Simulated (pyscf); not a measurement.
PySCF, gas phase, ωB97X-D3(BJ)/def2-SVP geometries.

**Question.** Estimate the classical barrier height and the reaction energy of H₃Si–SiH(SiH₃)–SiH₃ (SMILES [SiH3][SiH]([SiH3])[SiH3]) + NH₃ (SMILES N) → H₂N–SiH₂–SiH(SiH₃)–SiH₃ (SMILES N[SiH2][SiH]([SiH3])[SiH3]) + H₂ (SMILES [H][H]) at ωB97M-D3(BJ)/def2-TZVP. The step runs on the singlet surface, breaks H–Si, H–N and forms N–Si, H–H; take the separated reactants as zero.

**Answer.** ΔE‡ = 179.1 kJ/mol, ΔE = -18.4 kJ/mol. Zero-point energy shifts the barrier by -4.8 kJ/mol. It is a four-centre exchange, with an imaginary mode of 1467i cm⁻¹. On the reactant side the descent ends in a complex (not fully relaxed), 20.3 kJ/mol under the separated species and 201.2 kJ/mol under the saddle at ωB97X-D3(BJ)/def2-TZVP. At the saddle there is also a short H–Si contact that neither side keeps. H₂N–SiH₂–SiH(SiH₃)–SiH₃ lies 39.4 kJ/mol over its isomer H₃Si–NH–SiH(SiH₃)–SiH₃ (electronic energy, ωB97M-D3(BJ)/def2-TZVP). One saddle was located; it need not be the lowest between these sides.
